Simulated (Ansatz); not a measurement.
# GeCl$_{2}$⁺, doublet: reading a ladder of total energies

Geometry: that of the GeCl2, singlet, kept fixed.

```xyz
3

Ge    0.0000   -0.6920    0.0000
Cl    0.0000    0.7089   -1.6730
Cl    0.0000    0.7089    1.6730
```

Basis cc-pVDZ; Ansatz 0.2.0. Correlated methods freeze the noble-gas cores and the filled d shells of p-block atoms, which leaves 17 electrons in 39 orbitals. Prefix R: restricted or restricted open-shell reference; prefix U: unrestricted. No spin–orbit coupling is included, and no scalar relativity.

Full CI isn't at hand for all of this; UCCSDT(Q) serves as the reference, and is uncertain by about the last step of the cluster series.

Runs differ by some tens of microhartree through their thresholds and, for an open shell, their frozen cores, so steps under 0.03 kcal/mol mean nothing.

| level | total energy (hartree) |
| --- | --- |
| UHF | -2994.073314 |
| UMP2 | -2994.397926 |
| UCCSD | -2994.430008 |
| UCCSD(T) | -2994.442058 |
| UCCSDT | -2994.443662 |
| UCCSDT(Q) | -2994.444984 |

What is the correlation energy at UCCSDT(Q), and what share of it do UMP2 and UCCSD(T) recover?

E(corr) = -2994.444984 − (-2994.073314) = -0.371670 hartree = -10.114 eV. UMP2: -0.324612 / -0.371670 = 87.34 %. UCCSD(T): -0.368744 / -0.371670 = 99.21 %.

By how many kcal/mol does UCCSD(T) miss UCCSDT(Q) (1 hartree = 627.509 kcal/mol), and which steps make up the rest?

-2994.442058 − (-2994.444984) = 0.002926 hartree = 1.84 kcal/mol. Steps: UCCSDT − UCCSD(T) = -1.01, UCCSDT(Q) − UCCSDT = -0.83 kcal/mol. Differences between like states or geometries often cancel part of this.
